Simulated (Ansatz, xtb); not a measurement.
## BH5Si: where a starting geometry ends

The starting geometry of this gas-phase singlet has its atoms placed at random.

```yaml
atoms:
  - { symbol: B, position_ang: [-0.0990, 0.1923, -1.0673] }
  - { symbol: Si, position_ang: [1.3851, -1.3314, 0.3052] }
  - { symbol: H, position_ang: [1.1594, 0.2018, -0.7971] }
  - { symbol: H, position_ang: [0.3206, -2.2337, -0.3763] }
  - { symbol: H, position_ang: [-0.3525, -1.7612, 0.5036] }
  - { symbol: H, position_ang: [0.7867, -1.5767, -1.1636] }
  - { symbol: H, position_ang: [0.8724, -0.9572, 1.3900] }
```

Question: Guess where an optimisation with r2SCAN-D4/def2-SVP ends from this start.

Answer: It loosens into BH3Si + H2, which stay close as a complex. Distances that change by over a tenth: Si2–H5 (1.80 → 3.44 Å), Si2–H7 (1.26 → 1.72 Å). Contacts that open: Si2–H4 (1.55 → 3.90 Å), Si2–H6 (1.60 → 3.03 Å). Contacts that close: B1–Si2 (2.53 → 1.83 Å), B1–H6 (1.98 → 1.20 Å), B1–H7 (2.88 → 1.33 Å), Si2–H3 (1.90 → 1.72 Å), H4–H5 (1.20 → 0.76 Å).

The energy falls by 8.22 eV over 53 steps:

```json
{"step": "1", "E − E(last) (eV)": "8.223"}
{"step": "7", "E − E(last) (eV)": "3.043"}
{"step": "13", "E − E(last) (eV)": "2.133"}
{"step": "18", "E − E(last) (eV)": "1.845"}
{"step": "24", "E − E(last) (eV)": "0.498"}
{"step": "30", "E − E(last) (eV)": "0.080"}
{"step": "36", "E − E(last) (eV)": "0.004"}
{"step": "41", "E − E(last) (eV)": "0.002"}
{"step": "47", "E − E(last) (eV)": "0.001"}
{"step": "53", "E − E(last) (eV)": "0.000"}
```

Final geometry (Å):

```xyz
7

B     0.6903   -0.2604   -0.8960
Si    2.1012   -0.7888    0.1479
H     1.7069    0.5900   -0.8098
H    -0.4499   -3.5783    1.0957
H    -0.2496   -3.2858    0.4247
H    -0.2326    0.0601   -1.5877
H     0.5063   -0.2030    0.4197
```

From the same start GFN2-xTB ends elsewhere, in pieces: BH3Si + H2.

From so rough a start the end depends on the optimiser's path, so another program may land elsewhere. No frequencies were run, so the end isn't proven a minimum. Run with Ansatz 0.2.0, 120 s on 1 thread of Arm Neoverse N1, on a shared host.
